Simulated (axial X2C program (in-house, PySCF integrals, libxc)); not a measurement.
**Potential curves of LiN⁻, two-component**

Computed with an in-house all-electron X2C program for linear molecules (integrals from PySCF). Two-component (2c) means X2C with spin–orbit coupling and atomic mean-field two-electron Coulomb and Gaunt terms. Basis: N dyall-av3z [7s7p3d2f], Li dyall-av3z [9s9p3d] (cores contracted in-house); Gaussian nuclei, density fitting, unrestricted open shells. Masses: N 14.003 u, Li 7.016 u.

State: Ω = 3/2 (⟨Sz⟩ = 1.50, ⟨Lz⟩ = 0.00 at HF). Energies in kJ/mol from the fragments at the same level (N + Li-). Fits are polynomials in 1 − R0/R over 0.85 to 1.23 times the lowest point R0.

```
 R (Å)      HF
1.5973   -8.02
1.6708  -32.58
1.7258  -44.64
1.7809  -52.52
1.8360  -57.07
1.9003  -59.09
1.9645  -58.40
2.0471  -54.66
2.1481  -47.18
2.2950  -33.35
```

The state is one determinant whose occupation by symmetry is held fixed; it was picked as the lowest of a PBE0 search that is not exhaustive. De is counted from the lowest determinant-based energies of the atoms at the same level, without counterpoise correction. Other states lie close and PBE0, whose exact exchange favours high spin, may order them wrongly; the determinant shown need not be the ground state. The nearest other spin-free determinant of the search, M_S = 1/2, Λ = 0, lies 0.02 eV up at the distance of the search. With several unpaired electrons one determinant need not be a pure state. A state of lower Ω lies just above, and one determinant can place such states too high, so the state shown need not be the lowest. The search has Ω = 1/2 only 0.02 eV up. This is the top spin component of a Σ state; components of lower Ω are not single determinants and can lie lower. Hartree–Fock gets electron affinities wrong, so its lowest charge split need not be the true one.

Task: What are Re, ωe and De at the HF level?

Result: At HF, 2c: Re = 1.913 Å, ωe ≈ 608 cm⁻¹, De = 0.61 eV to N + Li-; Be follows as 0.985 cm⁻¹.
